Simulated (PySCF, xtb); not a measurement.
# Isomers of AlH4PS in order of energy

4 gas-phase structures of AlH4PS, found in a search over its isomers (lower ones may exist). Each was relaxed with GFN2-xTB; where two conformers were screened, the lower at r2SCAN-D4/def2-SVP is listed:

A. a singlet given by its coordinates
B. a singlet given by its coordinates
C. `[PH2][AlH][SH]`, a singlet
D. `[AlH2-]1[PH][SH+]1`, a singlet

B (Å):

```xyz
7

Al   -0.8704    2.1152   -1.2813
P     0.3333   -0.0808   -1.4484
S     0.6999    1.5157   -2.7569
H    -2.3424    1.8922   -1.6579
H    -0.4219    2.8119    0.0116
H     0.2077   -1.1109   -2.3786
H     1.6473   -0.4150   -1.1272
```

Close contacts (Å): Al1–P2 2.51, Al1–S3 2.24, P2–S3 2.10, Al1–H4 1.54, Al1–H5 1.54, P2–H6 1.39, P2–H7 1.39.

A (Å):

| atom | x (Å) | y (Å) | z (Å) |
| --- | --- | --- | --- |
| Al | 1.5752 | -0.1389 | 0.0565 |
| P | -0.9831 | 1.0798 | -0.2640 |
| S | 0.6456 | 1.6385 | 0.9744 |
| H | 1.3909 | -1.5091 | 0.7260 |
| H | 2.3440 | 0.0153 | -1.2649 |
| H | -0.2754 | 0.8296 | -1.4701 |
| H | -0.9984 | -0.3178 | -0.0033 |

Close contacts (Å): Al1–P2 2.85, Al1–S3 2.21, P2–S3 2.12, Al1–H4 1.54, Al1–H5 1.54, P2–H6 1.42, P2–H7 1.42.

Task: Make a reasoned guess at their ranking by r2SCAN-D4/def2-SVP single-point energy.

Result: Calculated order at r2SCAN-D4/def2-SVP: C (0.0), B (56.7), A (68.1), D (94.8) kJ/mol.

Energies above the lowest of each column, in kJ/mol; the last columns are at B3LYP-D3(BJ)/def2-SVP geometries and were run for some of them only (a dash: not run or not comparable):

```json
{"structure": "C", "GFN2-xTB": "56.5", "HF/STO-3G": "0.0", "r2SCAN-D4/def2-SVP": "0.0", "B3LYP-D3(BJ)/def2-SVP": "0.0", "CCSD(T)/def2-SVP + ΔMP2/def2-TZVPP": "0.0"}
{"structure": "B", "GFN2-xTB": "0.0", "HF/STO-3G": "51.4", "r2SCAN-D4/def2-SVP": "56.7", "B3LYP-D3(BJ)/def2-SVP": "55.0", "CCSD(T)/def2-SVP + ΔMP2/def2-TZVPP": "48.9"}
{"structure": "A", "GFN2-xTB": "26.9", "HF/STO-3G": "71.8", "r2SCAN-D4/def2-SVP": "68.1", "B3LYP-D3(BJ)/def2-SVP": "66.5", "CCSD(T)/def2-SVP + ΔMP2/def2-TZVPP": "60.2"}
{"structure": "D", "GFN2-xTB": "82.6", "HF/STO-3G": "95.7", "r2SCAN-D4/def2-SVP": "94.8", "B3LYP-D3(BJ)/def2-SVP": "–", "CCSD(T)/def2-SVP + ΔMP2/def2-TZVPP": "–"}
```

CCSD(T)/def2-SVP + ΔMP2/def2-TZVPP puts C lowest of those it was run on; GFN2-xTB picks B. Flexible structures stand in one conformer each, not always the lowest. Frequencies (GFN2-xTB) were run for A, B, C alone. The ΔMP2 step shifts differences by up to 14.5 kJ/mol, which makes them less sure. ΔMP2 is the change of the MP2 energy from the smaller to the larger basis.

Over these structures GFN2-xTB departs from r2SCAN-D4/def2-SVP by 35.5 kJ/mol on average once a common shift is removed. A GFN2-xTB relaxation took about 0.12 s and the r2SCAN-D4/def2-SVP energy about 6 s on a shared host (PySCF 2.14.0, xtb 6.7.1).
